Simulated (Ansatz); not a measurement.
```yaml
crystal:
  periodic: [false, false, false]
  atoms:
    - {symbol: N, position_ang: [-1.926749, -0.127004, 0.001030]}
    - {symbol: B, position_ang: [-0.708436, 0.146949, 0.001909]}
    - {symbol: Si, position_ang: [1.153093, -0.027278, -0.001433]}
    - {symbol: H, position_ang: [2.243269, 0.948834, 0.005131]}
basis:
  gaussian: {orbitals: def2-TZVP}
magnetization: {spin_polarized: true, initial_magnetization: 3}
hamiltonian: {xc: pbe0}
relax: {f_tol: 0.004, max_steps: 80}
```

```sh
$ ansatz run in.yaml --threads 1 --pin off --events-out ev --progress --plain --max-ram 2176MiB
```

Steps of the relaxation (energy above the last step; positions in Å, forces in eV/Å):

```
4
step 1, 299.5 meV
N    -1.927   -0.127    0.001   -5.347   -0.920   -0.002
B    -0.708    0.147    0.002    4.219    1.025    0.004
Si    1.153   -0.027   -0.001    1.019   -0.516   -0.005
H     2.243    0.949    0.005    0.109    0.412    0.003
```

```
4
step 2, 48.2 meV
N    -1.979   -0.092    0.001   -0.963    0.051    0.001
B    -0.687    0.122    0.002    0.523   -0.069   -0.001
Si    1.204   -0.082   -0.002    0.489   -0.076   -0.001
H     2.224    0.994    0.006   -0.049    0.094    0.001
```

```
4
step 3, 14.6 meV
N    -1.997   -0.036    0.002    0.468    0.172    0.001
B    -0.668    0.075    0.001   -0.523   -0.267   -0.002
Si    1.247   -0.132   -0.002    0.131    0.210    0.002
H     2.178    1.035    0.006   -0.076   -0.115   -0.001
```

```
4
step 8, 0.0 meV
N    -1.983    0.026    0.002    0.001    0.000    0.000
B    -0.660    0.004    0.001   -0.002    0.000    0.000
Si    1.266   -0.146   -0.002    0.000   -0.001    0.000
H     2.137    1.057    0.006    0.000    0.001    0.000
```

Close pairs at the end: N1–B2 1.323 Å, Si3–H4 1.485 Å, B2–Si3 1.931 Å.

A stationary point of unrestricted PBE0 after 8 steps, with ⟨S²⟩ = 3.766 against 3.75 for a pure state; no frequencies were run, so it isn't proven a minimum. 2 min on 1 thread of Intel Xeon Platinum 8259CL, shared host.
